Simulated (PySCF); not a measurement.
# CH3N: the cost of one run

The runs use PySCF 2.14.0, with density-fitted response routines of our own; the level of theory stands in each step. All values are computed, except where a source is named. Atoms are numbered from 0 throughout.

## 1. The starting structure

5 atoms, charge 0, multiplicity 1; geometry from: GFN2-xTB. The atoms were then displaced at random by about 0.01 Å, so the start is not that level's minimum.

Bonds of the start (Å): C0–N1 1.22, C0–H2 1.13, C0–H3 1.06, N1–H4 1.02.

## 2. Optimising the geometry at PBE0-D3(BJ)/def2-TZVP

The job: settings as JSON, then the geometry in Å.

```
{"job": {"xc": "PBE0", "basis": "def2-TZVP", "d3": "d3bj", "grid": 2, "shake": 0.01, "kind": "geom"}, "charge": 0, "multiplicity": 1}
C     -0.367820    -0.017730    -0.170950
N      0.730520    -0.537310    -0.223520
H     -0.635220     1.058670    -0.383470
H     -1.202210    -0.612160     0.083800
H      1.508290     0.074550    -0.482200
```

Started as:

```sh
$ OMP_NUM_THREADS=1 python probes_run.py task.json out
```

One launch serves the whole session: the jobs run in the order shown.

**Question.** How long does this first job take on 1 thread of Arm Neoverse N1, shared host, and how much memory does it need?

About 16 s, with a peak of 0.35 GiB.
